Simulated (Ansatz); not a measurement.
Mulliken charges of C4H4N2, SMILES `c1cncnc1` from ωB97M-V/def2-TZVPP in Ansatz (PBE0-D4/def2-TZVP geometry).

```json
{"atom": "C1", "x (Å)": "0.713", "y (Å)": "-0.361", "z (Å)": "-0.805", "charge (e)": "-0.112"}
{"atom": "C2", "x (Å)": "-0.140", "y (Å)": "-1.228", "z (Å)": "-0.144", "charge (e)": "0.006"}
{"atom": "N3", "x (Å)": "-0.979", "y (Å)": "-0.817", "z (Å)": "0.800", "charge (e)": "-0.249"}
{"atom": "C4", "x (Å)": "-0.951", "y (Å)": "0.482", "z (Å)": "1.075", "charge (e)": "0.099"}
{"atom": "N5", "x (Å)": "-0.182", "y (Å)": "1.404", "z (Å)": "0.510", "charge (e)": "-0.249"}
{"atom": "C6", "x (Å)": "0.649", "y (Å)": "0.971", "z (Å)": "-0.431", "charge (e)": "0.006"}
{"atom": "H7", "x (Å)": "1.393", "y (Å)": "-0.705", "z (Å)": "-1.573", "charge (e)": "0.121"}
{"atom": "H8", "x (Å)": "-0.153", "y (Å)": "-2.289", "z (Å)": "-0.378", "charge (e)": "0.125"}
{"atom": "H9", "x (Å)": "-1.634", "y (Å)": "0.827", "z (Å)": "1.846", "charge (e)": "0.128"}
{"atom": "H10", "x (Å)": "1.285", "y (Å)": "1.717", "z (Å)": "-0.900", "charge (e)": "0.125"}
```

By hand: the dipole of these point charges (1 e Å = 4.8032 D).

Σ q r = (0.219, -0.111, -0.247) e Å, of length 0.348 e Å = 1.67 D.

How does the dipole of the full density compare? (Best estimate.)

Computed: (0.303, -0.153, -0.342) e Å, 2.31 D; the point charges give 0.72 times that, at 0° from its direction.

Point charges leave out the atoms' own dipoles, such as those of lone pairs, and Mulliken's split depends on the basis, so the two needn't agree.
